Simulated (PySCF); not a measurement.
The same gas-phase reaction for C, Si, Ge:
- C₂H₆ + 2 CH₂Cl₂ + H₂ → 4 CH₃Cl
- Si₂H₆ + 2 SiH₂Cl₂ + H₂ → 4 SiH₃Cl
- Ge₂H₆ + 2 GeH₂Cl₂ + H₂ → 4 GeH₃Cl

Method: PySCF energies plus ideal-gas RRHO corrections (1 bar). † marks an energy on the PBE0/def2-TZVP geometry and frequencies; other levels use their own. MP2 and CCSD(T) freeze the core. All species are closed-shell singlets. Ge: all electrons, no relativistic terms. MP2 isn't extrapolated to the basis-set limit. CCSD(T) isn't extrapolated to the basis-set limit.

ΔH°(298 K) in kJ, by level:

| level | C | Si | Ge |
|---|---|---|---|
| ωB97M-V/def2-TZVP† | -56.6 | -2.0 | 21.4 |
| PBE/def2-SVP | -44.1 | (withheld) | 26.6 |
| PBE0/def2-TZVP | -60.6 | (withheld) | 22.1 |
| LDA/def2-TZVP† | -36.7 | (withheld) | 34.1 |
| CCSD(T)/def2-SVP† | -52.1 | (withheld) | 13.6 |
| HF/def2-TZVP† | -93.0 | (withheld) | -13.9 |
| r2SCAN/def2-TZVP† | -53.2 | (withheld) | 29.6 |
| MP2/def2-TZVPP† | -51.5 | (withheld) | 29.1 |

**Question.** Fill in the missing entries.

**Answer.** 
- PBE/def2-SVP, Si: 13.2
- PBE0/def2-TZVP, Si: 5.4
- LDA/def2-TZVP†, Si: 22.4
- CCSD(T)/def2-SVP†, Si: -8.3
- HF/def2-TZVP†, Si: -40.7
- r2SCAN/def2-TZVP†, Si: 10.1
- MP2/def2-TZVPP†, Si: -1.4
